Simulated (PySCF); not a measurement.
## Adding and removing an electron: CO

PBE; basis C jorge-DZP-DKH, O jorge-DZP-DKH; spin-free X2C with a Gaussian nucleus; PySCF 2.14. Neutral (UKS): singlet (closed shell), Re = 1.153 Å, ωe = 2097 cm⁻¹, De = 11.30 eV, HOMO -8.75 eV, LUMO -1.97 eV.

CO⁺ (UKS): doublet (σ ↑), Re = 1.138 Å, ωe = 2181 cm⁻¹, De = 9.06 eV to C⁺ + O. The energies at the minima are -113.27124 hartree for CO and -112.76543 for CO⁺.

Task: Work out the adiabatic ionisation energy, without and with harmonic zero-point energies (1 hartree = 27.2114 eV, 1 eV = 8065.5 cm⁻¹), and the change of the bond length.

Result: At PBE: 0.50581 hartree = 13.764 eV between the minima; the zero-point term (2181.0 − 2097.0)/2 cm⁻¹ = +0.005 eV makes it 13.769 eV. Re changes by -1.5 pm against the neutral. Minus the HOMO energy is 8.75 eV, -5.01 eV from the value between the minima; self-interaction puts the Kohn–Sham level too high, less so with exact exchange. The electron leaves a σ orbital, and the shorter bond of the ion fits an antibonding orbital, or a change in how ionic the bond is.

For an ion De counts to the pair picked by the measured ionisation energies or electron affinities, which need not be the lowest pair at this level. States were picked by a PBE0 search and need not be the measured ground states.
